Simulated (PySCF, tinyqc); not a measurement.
G0W0 on RHF in the sto-6g basis, for CH+, spin multiplicity 1, step by step. The lowest restricted solution is unstable here: a spin-polarised one lies 0.0131 hartree lower (PySCF). Computed by tinyqc, a small Python program that keeps every step (integrals from PySCF). Settings: charge = 1, multiplicity = 1, basis = sto-6g, method = RHF, energy threshold = 1e-10, iteration cap = 82, orthogonalisation = symmetric, start = atomic densities, DIIS depth = 6. Command: `OMP_NUM_THREADS=1 python tinyqc.py 20806 20807 out.jsonl` (the two numbers bound the seeds that draw the settings). One thread of a shared host (Intel(R) Xeon(R) Processor @ 2.60GHz), about 0.1 s of CPU time with the checks. The early iterations of the SCF are left out here.

## One-electron integrals

Geometry (angstrom):
```
atom        x        y        z
C     0.00000  0.00000  0.00000
H     0.00000  0.00000  1.07300
```

Basis sto-6g: exponents (1/bohr^2) and contraction coefficients of normalised primitives:
```
element  l (shell)   exponent  coefficient
C            s (1)  742.73705      0.00916
C            s (1)  136.18002      0.04936
C            s (1)   38.09826      0.16854
C            s (1)   13.08778      0.37056
C            s (1)    5.08237      0.41649
C            s (1)    2.09320      0.13033
C            s (2)   30.49724     -0.01325
C            s (2)    6.03620     -0.04699
C            s (2)    1.87605     -0.03379
C            s (2)    0.72178      0.25024
C            s (2)    0.31347      0.59512
C            s (2)    0.14369      0.24071
C            p (3)   30.49724      0.00376
C            p (3)    6.03620      0.03768
C            p (3)    1.87605      0.17390
C            p (3)    0.72178      0.41804
C            p (3)    0.31347      0.42586
C            p (3)    0.14369      0.10171
H            s (1)   35.52322      0.00916
H            s (1)    6.51314      0.04936
H            s (1)    1.82214      0.16854
H            s (1)    0.62596      0.37056
H            s (1)    0.24308      0.41649
H            s (1)    0.10011      0.13033
```

Overlap, kinetic and nuclear-attraction integrals over the contracted functions; the nuclear repulsion is the sum of Za Zb / Rab.

nuclear repulsion = 2.9590524 hartree

overlap S, lower triangle:
```
          1C 1s    1C 2s   1C 2px   1C 2py   1C 2pz    2H 1s
1C 1s   1.00000
1C 2s   0.24323  1.00000
1C 2px  0.00000  0.00000  1.00000
1C 2py  0.00000  0.00000  0.00000  1.00000
1C 2pz  0.00000  0.00000  0.00000  0.00000  1.00000
2H 1s   0.06706  0.50118  0.00000  0.00000  0.47298  1.00000
```

kinetic energy T (hartree), lower triangle:
```
           1C 1s    1C 2s   1C 2px   1C 2py   1C 2pz    2H 1s
1C 1s   16.06864
1C 2s   -0.49279  0.49241
1C 2px   0.00000  0.00000  1.47923
1C 2py   0.00000  0.00000  0.00000  1.47923
1C 2pz   0.00000  0.00000  0.00000  0.00000  1.47923
2H 1s   -0.00700  0.11243  0.00000  0.00000  0.27128  0.76852
```

nuclear attraction V (hartree), lower triangle:
```
            1C 1s     1C 2s    1C 2px    1C 2py    1C 2pz     2H 1s
1C 1s   -34.50114
1C 2s    -3.73838  -5.63837
1C 2px    0.00000   0.00000  -5.59450
1C 2py    0.00000   0.00000   0.00000  -5.59450
1C 2pz   -0.01845  -0.17694   0.00000   0.00000  -5.72544
2H 1s    -1.17106  -2.46153   0.00000   0.00000  -2.20534  -4.13054
```

core Hamiltonian H = T + V (hartree), lower triangle:
```
            1C 1s     1C 2s    1C 2px    1C 2py    1C 2pz     2H 1s
1C 1s   -18.43250
1C 2s    -4.23117  -5.14596
1C 2px    0.00000   0.00000  -4.11527
1C 2py    0.00000   0.00000   0.00000  -4.11527
1C 2pz   -0.01845  -0.17694   0.00000   0.00000  -4.24620
2H 1s    -1.17806  -2.34910   0.00000   0.00000  -1.93407  -3.36201
```

## Two-electron integrals

Functions are numbered as in S; the eight-fold symmetry (ij|kl) = (ji|kl) = (kl|ij) leaves the list below.

Two-electron integrals (ij|kl) in chemists' order, unique and non-zero (hartree):
```
(11|11) 3.54374   (21|11) 0.52946   (21|21) 0.10032   (22|11) 0.85360
(22|21) 0.19993   (22|22) 0.62484   (31|31) 0.02127   (32|31) 0.03187
(32|32) 0.13811   (33|11) 0.85360   (33|21) 0.19993   (33|22) 0.62484
(33|33) 0.67322   (41|41) 0.02127   (42|41) 0.03187   (42|42) 0.13811
(43|43) 0.03628   (44|11) 0.85360   (44|21) 0.19993   (44|22) 0.62484
(44|33) 0.60066   (44|44) 0.67322   (51|51) 0.02127   (52|51) 0.03187
(52|52) 0.13811   (53|53) 0.03628   (54|54) 0.03628   (55|11) 0.85360
(55|21) 0.19993   (55|22) 0.62484   (55|33) 0.60066   (55|44) 0.60066
(55|55) 0.67322   (61|11) 0.15439   (61|21) 0.02813   (61|22) 0.05505
(61|33) 0.05484   (61|44) 0.05484   (61|51) 0.00184   (61|52) 0.00354
(61|55) 0.05547   (61|61) 0.00811   (62|11) 0.34125   (62|21) 0.08096
(62|22) 0.27524   (62|33) 0.26899   (62|44) 0.26899   (62|51) 0.00820
(62|52) 0.05283   (62|55) 0.28773   (62|61) 0.02336   (62|62) 0.15503
(63|31) 0.00904   (63|32) 0.04517   (63|53) 0.01053   (63|63) 0.01985
(64|41) 0.00904   (64|42) 0.04517   (64|54) 0.01053   (64|64) 0.01985
(65|11) 0.28183   (65|21) 0.06785   (65|22) 0.24435   (65|33) 0.23205
(65|44) 0.23205   (65|51) 0.01504   (65|52) 0.08879   (65|55) 0.26895
(65|61) 0.02061   (65|62) 0.16371   (65|65) 0.18959   (66|11) 0.48102
(66|21) 0.11635   (66|22) 0.44593   (66|33) 0.42228   (66|44) 0.42228
(66|51) 0.01563   (66|52) 0.13127   (66|55) 0.49324   (66|61) 0.03426
(66|62) 0.31041   (66|65) 0.36335   (66|66) 0.77500
```

## Orthogonalisation

S = U s U^T; symmetric (Loewdin) form X = U s^(-1/2) U^T, so that X^T S X = 1.

eigenvalues of S: 0.30141  0.82144  1.00000  1.00000  1.14489  1.73225

X, lower triangle:
```
           1C 1s     1C 2s   1C 2px   1C 2py    1C 2pz    2H 1s
1C 1s    1.02443
1C 2s   -0.13865   1.17818
1C 2px   0.00000   0.00000  1.00000
1C 2py   0.00000   0.00000  0.00000  1.00000
1C 2pz  -0.01136   0.14358  0.00000  0.00000   1.13302
2H 1s    0.02387  -0.37922  0.00000  0.00000  -0.35237  1.28354
```

## Iteration 6 (converged): orbitals

converged F (hartree), lower triangle:
```
            1C 1s     1C 2s    1C 2px    1C 2py    1C 2pz     2H 1s
1C 1s   -11.86052
1C 2s    -3.00671  -1.87653
1C 2px    0.00000   0.00000  -0.30175
1C 2py    0.00000   0.00000   0.00000  -0.30175
1C 2pz   -0.02240  -0.11254   0.00000   0.00000  -0.82358
2H 1s    -0.83731  -0.96156   0.00000   0.00000  -0.71424  -0.93580
```

Diagonalise F' = X^T F X, C = X C', fill 3 alpha and 3 beta electrons from the bottom; D = 2 C_occ C_occ^T. Each column has its largest component positive (the first on a tie).

F' = X^T F X (hartree), lower triangle:
```
           1         2         3         4         5         6
1  -11.66384
2   -1.44048  -1.19030
3    0.00000   0.00000  -0.30175
4    0.00000   0.00000   0.00000  -0.30175
5   -0.03128   0.10601   0.00000   0.00000  -0.57899
6   -0.14578  -0.47902   0.00000   0.00000  -0.52629  -0.36502
```

orbital energies (hartree): MO1 -11.86219, MO2 -1.27906, MO3 -0.87472, MO4 -0.30175, MO5 -0.30175, MO6 0.21781

coefficients C:
```
             MO1       MO2       MO3       MO4      MO5       MO6
1C 1s    0.99670  -0.21493   0.13740   0.00000  0.00000   0.10437
1C 2s    0.01454   0.75420  -0.64287   0.00000  0.00000  -0.76775
1C 2px   0.00000   0.00000   0.00000   0.85906  0.51188   0.00000
1C 2py   0.00000   0.00000   0.00000  -0.51188  0.85906   0.00000
1C 2pz   0.00427   0.25102   0.69237   0.00000  0.00000  -0.94140
2H 1s   -0.00473   0.31359   0.34832   0.00000  0.00000   1.30243
```

D after iteration 6, lower triangle:
```
           1C 1s     1C 2s   1C 2px   1C 2py   1C 2pz    2H 1s
1C 1s    2.11699
1C 2s   -0.47189   1.96462
1C 2px   0.00000   0.00000  0.00000
1C 2py   0.00000   0.00000  0.00000  0.00000
1C 2pz   0.09087  -0.51145  0.00000  0.00000  1.08481
2H 1s   -0.04852   0.02503  0.00000  0.00000  0.63973  0.43938
```

Within a degenerate level the vectors are fixed only up to a rotation; this is one choice.

## Convergence

Stop when the energy changes by less than 1e-10 hartree and every element of the error matrix X^T (F D S - S D F) X is below 3e-06.

Course of the cycle:
```
iteration  E (hartree)     change  largest element of the error matrix
1          -34.1982883          -                             6.47e-01
2          -37.8172227  -3.62e+00                             4.34e-02
3          -37.8177786  -5.56e-04                             5.51e-03
4          -37.8178106  -3.20e-05                             1.13e-03
5          -37.8178119  -1.29e-06                             3.98e-07
6          -37.8178119  -9.95e-14                             5.52e-08
```

PySCF RHF in the same basis = -37.8178119 hartree

Converged in 6 iterations.

## Integrals over molecular orbitals

(pq|rs) = sum C_ip C_jq C_kr C_ls (ij|kl), one index at a time.

one-electron integrals over orbitals h = C^T H C (hartree), lower triangle:
```
           1         2         3         4         5         6
1  -18.42374
2    0.34750  -4.32691
3   -0.21832   0.15419  -4.01025
4    0.00000   0.00000   0.00000  -4.11527
5    0.00000   0.00000   0.00000   0.00000  -4.11527
6   -0.17165   0.63563   0.38808   0.00000   0.00000  -3.15389
```

Two-electron integrals over orbitals (pq|rs), unique and non-zero (hartree):
```
(11|11) 3.52522    (21|11) -0.30312   (21|21) 0.04373    (22|11) 0.76348
(22|21) -0.00542   (22|22) 0.62705    (31|11) 0.19589    (31|21) -0.02291
(31|22) 0.02041    (31|31) 0.02927    (32|11) -0.08755   (32|21) 0.00995
(32|22) 0.05756    (32|31) 0.00918    (32|32) 0.08389    (33|11) 0.79118
(33|21) -0.01489   (33|22) 0.51074    (33|31) -0.00844   (33|32) -0.05954
(33|33) 0.64487    (41|41) 0.02199    (42|41) 0.02371    (42|42) 0.09525
(43|41) -0.01518   (43|42) -0.04573   (43|43) 0.05736    (44|11) 0.85336
(44|21) -0.00883   (44|22) 0.56579    (44|31) 0.00520    (44|32) -0.04394
(44|33) 0.57491    (44|44) 0.67322    (51|51) 0.02199    (52|51) 0.02371
(52|52) 0.09525    (53|51) -0.01518   (53|52) -0.04573   (53|53) 0.05736
(54|54) 0.03628    (55|11) 0.85336    (55|21) -0.00883   (55|22) 0.56579
(55|31) 0.00520    (55|32) -0.04394   (55|33) 0.57491    (55|44) 0.60066
(55|55) 0.67322    (61|11) 0.15840    (61|21) -0.02747   (61|22) -0.00873
(61|31) 0.00152    (61|32) -0.01537   (61|33) 0.02008    (61|44) 0.00367
(61|55) 0.00367    (61|61) 0.02696    (62|11) -0.22602   (62|21) 0.00392
(62|22) -0.06407   (62|31) -0.01315   (62|32) 0.02980    (62|33) -0.04155
(62|44) -0.10842   (62|55) -0.10842   (62|61) 0.00581    (62|62) 0.10866
(63|11) -0.13932   (63|21) 0.00404    (63|22) 0.00566    (63|31) 0.00552
(63|32) 0.06390    (63|33) -0.08945   (63|44) -0.06599   (63|55) -0.06599
(63|61) -0.00756   (63|62) 0.06179    (63|63) 0.08827    (64|41) -0.01107
(64|42) -0.04155   (64|43) 0.00641    (64|64) 0.02866    (65|51) -0.01107
(65|52) -0.04155   (65|53) 0.00641    (65|65) 0.02866    (66|11) 0.69763
(66|21) -0.00383   (66|22) 0.60217    (66|31) 0.01758    (66|32) 0.08728
(66|33) 0.49800    (66|44) 0.50213    (66|55) 0.50213    (66|61) -0.00862
(66|62) 0.01335    (66|63) 0.05512    (66|66) 0.67541
```

## Screening: direct RPA

With D = e_a - e_i and K = (ia|jb): diagonalise D^(1/2) (D + 4K) D^(1/2) = Z w^2 Z^T; X + Y = D^(1/2) Z w^(-1/2), each column of Z with its largest component positive (the first on a tie); E_c = (sum w - tr (D + 2K)) / 2.

D^(1/2) (D + 4K) D^(1/2) (hartree^2), lower triangle:
```
           1>4        1>5        1>6       2>4       2>5      2>6      3>4      3>5
1>4  134.66096
1>5    0.00000  134.66096
1>6    0.00000    0.00000  147.22901
2>4    0.31872    0.00000    0.00000   1.32751
2>5    0.00000    0.31872    0.00000   0.00000   1.32751
2>6    0.00000    0.00000    0.09886   0.00000   0.00000  2.89121
3>4   -0.15625    0.00000    0.00000  -0.13688   0.00000  0.00000  0.45977
3>5    0.00000   -0.15625    0.00000   0.00000  -0.13688  0.00000  0.00000  0.45977
3>6    0.00000    0.00000   -0.10983   0.00000   0.00000  0.31605  0.00000  0.00000

         3>6
3>6  1.57936
```

excitation energies w (hartree): 0.66227  0.66227  1.16092  1.16092  1.22763  1.72144  11.60439  11.60439  12.13380

X + Y:
```
           1         2         3         4         5         6         7         8
1>4  0.00000   0.00330  -0.00802   0.00002   0.00000   0.00000   0.00000   0.99810
1>5  0.00330   0.00000  -0.00002  -0.00802   0.00000   0.00000   0.99810   0.00000
1>6  0.00000   0.00000   0.00000   0.00000   0.00278  -0.00132   0.00000   0.00000
2>4  0.00001   0.18455   0.90686  -0.00260   0.00000   0.00000   0.00000   0.00069
2>5  0.18455  -0.00001   0.00260   0.90686   0.00000   0.00000   0.00069   0.00000
2>6  0.00000   0.00000   0.00000   0.00000  -0.24587   0.90908   0.00000   0.00000
3>4  0.00005   0.91934  -0.10673   0.00031   0.00000   0.00000   0.00000  -0.00026
3>5  0.91934  -0.00005  -0.00031  -0.10673   0.00000   0.00000  -0.00026   0.00000
3>6  0.00000   0.00000   0.00000   0.00000   0.91969   0.17739   0.00000   0.00000

            9
1>4   0.00000
1>5   0.00000
1>6   0.99778
2>4   0.00000
2>5   0.00000
2>6   0.00024
3>4   0.00000
3>5   0.00000
3>6  -0.00023
```

RPA correlation energy = -0.0495227 hartree

Within a degenerate level the vectors are fixed only up to a rotation; this is one choice.

## G0W0 on Hartree-Fock: HOMO

W(p,q,m) = sqrt2 sum_ia (pq|ia) (X+Y)_ia,m; Sigma_c(x) = sum_(i,m) W^2/(x - e_i + w_m) + sum_(a,m) W^2/(x - e_a - w_m); solve x = e_p + Sigma_c(x) by Newton steps; Z = 1/(1 - dSigma/dx); 1 hartree = 27.211386 eV.

The 12 largest terms at x = e_p (hartree; W for the signs of X + Y given):
```
q  m         W       term
3  5  -0.10181    0.00844
6  5   0.09329   -0.00375
6  6   0.10159   -0.00367
3  6  -0.07589    0.00335
2  5   0.07269    0.00324
5  1   0.06258   -0.00317
4  2   0.06258   -0.00317
4  3  -0.06714   -0.00260
5  4  -0.06714   -0.00260
2  6   0.05437    0.00139
3  9   0.02835    0.00007
4  8  -0.02149  -3.79e-05
```

Newton steps (hartree):
```
step         x  Sigma_c(x)        Z
0     -0.87472    -0.00249  0.97797
1     -0.87715    -0.00244  0.97796
2     -0.87715    -0.00244  0.97796
```

quasiparticle energy of the HOMO = -23.86853 eV

Hartree-Fock value = -23.80225 eV

## G0W0 on Hartree-Fock: LUMO

As before.

The 12 largest terms at x = e_p (hartree; W for the signs of X + Y given):
```
q  m         W       term
4  6  -0.15595   -0.01413
2  3   0.12880    0.00776
3  2   0.06258    0.00317
3  3  -0.06714    0.00260
4  5  -0.04811   -0.00189
6  3  -0.05413   -0.00174
2  2  -0.03449    0.00073
2  8   0.03357    0.00009
1  3   0.03244    0.00008
1  8   0.03107   4.17e-05
3  8  -0.02149   3.79e-05
6  8  -0.01567  -2.03e-05
```

Newton steps (hartree):
```
step         x  Sigma_c(x)        Z
0     -0.30175    -0.00327  0.98141
1     -0.30495    -0.00320  0.98142
2     -0.30495    -0.00320  0.98142
```

quasiparticle energy of the LUMO = -8.29811 eV

Hartree-Fock value = -8.21092 eV
